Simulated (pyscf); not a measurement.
**Substitution at Si: F–SiH(F)–F + H• → F–SiH(F)–F + H•**

Gas phase, doublet surface, charge 0. Bonds broken: Si2–H5. Bonds formed: Si2–H6. Optimised with ωB97X-D3(BJ)/def2-SVP in PySCF. MP2 and CC: frozen core, UHF for open shells. ΔMP2 is the change of the MP2 total energy from the triple- to the quadruple-zeta basis.

Transition state (Å):

```xyz
6

F      1.2229     0.9364     1.3043
Si     0.2550     0.1244     0.3017
F     -1.1161     0.1028     1.1508
F      0.0313     0.9971    -1.0240
H     -0.0212    -1.3853    -0.1879
H      1.4780    -0.8498    -0.0901
```

One imaginary mode, 456i cm⁻¹; descent along it reached the two sides named.

| bond | change | reactant side (Å) | saddle | product side |
|---|---|---|---|---|
| Si2–H5 | breaks | 1.464 | 1.611 | 4.1 |
| Si2–H6 | forms | 3.8 | 1.612 | 1.464 |

Electronic energies relative to the separated reactants (kcal/mol):

```tsv
level	barrier	reaction energy	reverse barrier
ωB97X-D3(BJ)/def2-TZVP	14.7	0.0	14.7
PBE/def2-TZVP	9.5	0.0	9.5
r²SCAN/def2-TZVP	8.5	0.0	8.5
B3LYP-D3(BJ)/def2-TZVP	11.6	0.0	11.6
PBE0-D3(BJ)/def2-TZVP	11.8	0.0	11.8
M06-2X/def2-TZVP	16.5	0.0	16.5
ωB97M-D3(BJ)/def2-TZVP	14.8	0.0	14.8
HF/def2-TZVP	29.3	0.0	29.3
MP2/def2-QZVPP	19.9	0.0	19.9
CCSD/def2-TZVPP	17.7	0.0	17.7
CCSD(T)/def2-TZVPP	16.9	0.0	16.9
CCSD(T)/def2-TZVPP + ΔMP2(QZVPP)	16.5	0.0	16.5
```

With CCSD(T)/def2-TZVPP + ΔMP2(QZVPP) energies and thermal terms (ideal gas, 1 atm, RRHO with modes under 100 cm⁻¹ raised to 100, one conformer, R ln 2 for rigid chiral ones), in kcal/mol:

| T (K) | ΔH‡ | ΔG‡ | ΔH | ΔG |
|---|---|---|---|---|
| 298 | 16.8 | 23.6 | 0.0 | 0.0 |
| 600 | 16.0 | 30.7 | 0.0 | 0.0 |
| 900 | 15.5 | 38.2 | 0.0 | 0.0 |
| 1200 | 15.2 | 45.8 | 0.0 | 0.0 |

The same reactants have a lower exit, to F–Si•(F)–F + H₂ (barrier +8.5 kcal/mol at ωB97M-D3(BJ), against +14.8 kcal/mol here). This is the saddle that the search found; another between the same sides may lie lower. The angle at the attacked Si is 59° (front-side attack). The CCSD(T) − MP2 part came from Ansatz, without density fitting, on the same reference.
